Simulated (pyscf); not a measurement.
Four-centre exchange: SiH₃⁺ + H₂O → HO⁺=SiH₂ + H₂

Gas phase, singlet surface, charge 1. Bonds broken: Si1–H2, O5–H6. Bonds formed: Si1–O5, H2–H6. Structures and frequencies: ωB97X-D3(BJ)/def2-SVP in PySCF.

Transition state (Å):

```xyz
7

Si    -0.6635     0.4059    -0.0057
H      0.5061    -0.7159    -0.2431
H     -0.3586     1.0711     1.2692
H     -0.8333     1.1586    -1.2549
O     -1.6054    -1.0163     0.1081
H     -0.3047    -1.2887    -0.0460
H     -2.3399    -1.3062     0.6755
```

One imaginary mode, 1524i cm⁻¹; descent along it reached the two sides named, in the forms told below.

```json
[
 {"bond": "Si1–H2", "change": "breaks", "reactant side (Å)": "1.473", "saddle": "1.638", "product side": "2.059"},
 {"bond": "O5–H6", "change": "breaks", "reactant side (Å)": "0.975", "saddle": "1.338", "product side": "2.8"},
 {"bond": "Si1–O5", "change": "forms", "reactant side (Å)": "1.863", "saddle": "1.710", "product side": "1.594"},
 {"bond": "H2–H6", "change": "forms", "reactant side (Å)": "2.7", "saddle": "1.012", "product side": "0.777"}
]
```

Electronic energies relative to the separated reactants (kJ/mol):

```json
[
 {"level": "ωB97X-D3(BJ)/def2-TZVP", "barrier": "-68.8", "reaction energy": "-142.5", "reverse barrier": "73.7"},
 {"level": "PBE/def2-TZVP", "barrier": "-90.3", "reaction energy": "-145.4", "reverse barrier": "55.1"},
 {"level": "r²SCAN/def2-TZVP", "barrier": "-93.3", "reaction energy": "-154.5", "reverse barrier": "61.2"},
 {"level": "B3LYP-D3(BJ)/def2-TZVP", "barrier": "-68.8", "reaction energy": "-145.7", "reverse barrier": "77.0"},
 {"level": "PBE0-D3(BJ)/def2-TZVP", "barrier": "-82.3", "reaction energy": "-139.2", "reverse barrier": "56.9"},
 {"level": "M06-2X/def2-TZVP", "barrier": "-71.1", "reaction energy": "-149.1", "reverse barrier": "78.0"},
 {"level": "ωB97M-D3(BJ)/def2-TZVP", "barrier": "-67.3", "reaction energy": "-143.1", "reverse barrier": "75.8"},
 {"level": "HF/def2-TZVP", "barrier": "-2.5", "reaction energy": "-125.0", "reverse barrier": "122.5"}
]
```

With ωB97M-D3(BJ)/def2-TZVP energies and thermal terms (ideal gas, 1 atm, RRHO with modes under 100 cm⁻¹ raised to 100, one conformer, R ln 2 for chiral ones without a mode under 150 cm⁻¹), in kJ/mol:

```
T (K)    ΔH‡    ΔG‡      ΔH      ΔG
-----  -----  -----  ------  ------
298    -70.1  -31.5  -152.7  -148.1
600    -71.4    8.5  -149.3  -144.6
900    -69.5   48.1  -145.7  -143.1
1200   -66.5   86.8  -142.9  -142.7
```

On the reactant side the descent ends in an adduct with a O–Si contact, 256.1 kJ/mol under the separated species and 187.3 kJ/mol under the saddle at ωB97X-D3(BJ)/def2-TZVP. On the product side the descent ends in a bound adduct, 40.8 kJ/mol under the separated species and 114.4 kJ/mol under the saddle at ωB97X-D3(BJ)/def2-TZVP. At ωB97X-D3(BJ)/def2-TZVP, PBE, r²SCAN, B3LYP-D3(BJ), PBE0-D3(BJ), M06-2X, ωB97M-D3(BJ)/def2-TZVP, HF the saddle lies under the separated reactants, which points to a path from their complex (located at ωB97X-D3(BJ) alone). What is counted as formed (O–Si) is already present as a longer contact in the reactant adduct; forming that adduct is a step of its own. This is the saddle that the search found; another between the same sides may lie lower.
